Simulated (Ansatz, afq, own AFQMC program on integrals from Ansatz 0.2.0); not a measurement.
Integrals from Ansatz 0.2.0, then the random walk in our own AFQMC program (afq).

```yaml
crystal:
  periodic: [false, false, false]
  atoms:
    - {symbol: C, position_ang: [-0.497178, 0.000000, 0.408928]}
    - {symbol: C, position_ang: [0.376802, 0.000000, -0.408928]}
    - {symbol: H, position_ang: [0.280217, 0.000000, 1.136400]}
    - {symbol: H, position_ang: [1.154196, 0.000000, -1.136400]}
basis:
  gaussian: {orbitals: cc-pVDZ}
magnetization: {spin_polarized: false}
correlation: {method: ccsd_t, electrons: outside_noble_gas, hamiltonian_folder: ham}
```

```sh
$ ansatz run in.yaml --threads 1 --pin off --events-out ev --progress --plain --max-ram 1382MiB
```

afq runs on the folder ham with

```
--method phaseless --trial cisd --walkers 70 --populations 1 --least-time 40 --time-step 0.005 --steps-per-block 50 --equilibration-blocks 28 --max-blocks 300 --target-error 0.00038 --factor-cut 1e-05 --seed 9885 --release-times 0.24,0.51,0.99,1.62,2.4 --release-step 0.03 --release-every 4 --taylor-order 6
```

Times are imaginary, in 1/Eh. The walk had a cap of 536 s.

afq prints:

```
orbitals 36  electrons 5 5  factors 291 of 351
reference energy -76.74837371 Eh
CCSD correlation -0.27200402 Eh in 11 cycles, weight of the determinant in the CISD state 0.8716
energy of the start -77.020378 Eh
 block  time / (1/Eh)  mean weight  energy / Eh
     1     0.250  1.0002  -77.018745
     2     0.500  0.9988  -77.018355
     3     0.750  1.0019  -77.023674
     4     1.000  0.9993  -77.024884
     5     1.250  0.9994  -77.027614
     9     2.250  1.0005  -77.030690
    33     8.250  1.0023  -77.034117
    65    16.250  1.0000  -77.031420
    97    24.250  1.0001  -77.033170
   129    32.250  1.0020  -77.026933
   161    40.250  1.0008  -77.034083
   169    42.250  1.0002  -77.022516
   193    48.250  0.9979  -77.029074
   225    56.250  1.0006  -77.024029
   257    64.250  1.0001  -77.040162
   289    72.250  1.0003  -77.042899
   321    80.250  1.0035  -77.049100
blocks merged  error / Eh  count
     1  0.000399  300
     2  0.000481  150
     4  0.000569  75
     8  0.000572  37
    16  0.000605  18
    32  0.000436  9
released: time / (1/Eh)  energy / Eh  error  mean overlap
  0.24  -77.034554  0.000571  0.9898
  0.51  -77.033505  0.000584  1.0021
  0.99  -77.033712  0.000453  0.9945
  1.62  -77.033718  0.000665  0.9809
  2.40  -77.033751  0.000759  0.9590
energy -77.033646 +/- 0.000605 Eh
(rows thinned)
```

The run passed its tests (sampling time, drift between the halves within three errors, error under three times the target), which doesn't prove that it has relaxed.

Against this walk (error 16.5 meV) on the same determinant: CCSD(T) 39.5 meV higher, CCSDT(Q) 3.7 meV lower (within the noise). The error is statistical and leaves out the bias of the constraint. Released to 2.40 1/Eh the energy moves by -3 ± 26 meV (both errors), within twice the noise.

Cautions: constraint bias not in the error; error above the target (16.5 against 10.3 meV); higher spins were not checked; raised T1 diagnostic (T1 0.029, weight of the determinant 0.87, largest double 0.09); the bias of populations of 70 walkers isn't removed.

The walk took 3.4 min on 1 thread of Intel(R) Xeon(R) Platinum 8488C (Sapphire Rapids) (shared host). The log's last line is the phaseless energy.

CCSDT and higher add their correlation energy to the determinant of the CCSD(T) run, since their own runs factorise the integrals more tightly (a shift of under 2 meV). A walk keeps the symmetry of its determinant, which the program's search chose and which needn't be the lowest solution, so a lower state of the same spin and another symmetry isn't excluded.
